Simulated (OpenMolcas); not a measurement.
**Predicting a hybrid from its neighbours: CH2S (methanethial)**

CH2S has 4 atoms, charge 0, and is taken as a singlet. As SMILES, `C=S`. The coordinates come from a PBE0-D4/def2-TZVP relaxation.

The electronic atomisation energy y, in eV, basis def2-TZVPP; a is the functional's share of exact exchange. Programs: OpenMolcas 26.06.

| functional | program | a | y (eV) |
| --- | --- | --- | --- |
| BLYP | OpenMolcas | 0 | 14.06 |
| TPSS | OpenMolcas | 0 | 14.22 |
| B3LYP | OpenMolcas | 0.2 | 14.00 |
| PBE0 | OpenMolcas | 0.25 | ? |
| BHLYP | OpenMolcas | 0.5 | 13.45 |

Task: Fit y = c + s·a to the known rows and predict PBE0.

Result: 
1. Means of the 4 rows: a = 0.1750, y = 13.933.
2. Σ(Δa)² = 0.1675, Σ(Δa·Δy) = -0.22775, so the slope is -0.22775/0.1675 = -1.3597.
3. Intercept: 13.933 − (-1.3597) × 0.1750 = 14.171. The largest residual of the fit is 0.11.
4. PBE0: 14.171 + (-1.3597) × 0.25 = 13.83 eV.

The run gave 14.07 eV, so the prediction is off by -0.24 eV, more than the scatter of the fit. The rows mix families of semi-local functionals, which the line can't see.
